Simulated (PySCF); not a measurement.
SiH2, SMILES [SiH2] (connectivity only; charge and spin as stated), neutral, multiplicity 1.

Geometry: PBE-D3(BJ)/def2-TZVPD. The isomer is the one that the SMILES or the coordinates give; other isomers of the formula were not compared.

Level of theory: PBE0/def2-TZVPD run with PySCF.

Isolated molecule, no solvent.

```
Quantity                                                                                                       Result
---------------------------------------------------------------------------------------------  ----------------------
total energy                                                                                       -290.48623 hartree
point group                                                                                                       C2v
highest occupied level                                                                                       -6.92 eV
lowest empty level                                                                                           -3.12 eV
orbital gap                                                                                                   3.80 eV
dipole moment                                                                                               0.025 e·Å
quadrupole, principal values (traceless, Buckingham form, about the centre of nuclear charge)  -3.77, -0.95, 4.71 D·Å
mean static polarisability                                                                       36.4 bohr³ (5.40 Å³)
polarisability, principal values                                                               31.3, 38.1, 39.8 bohr³
```
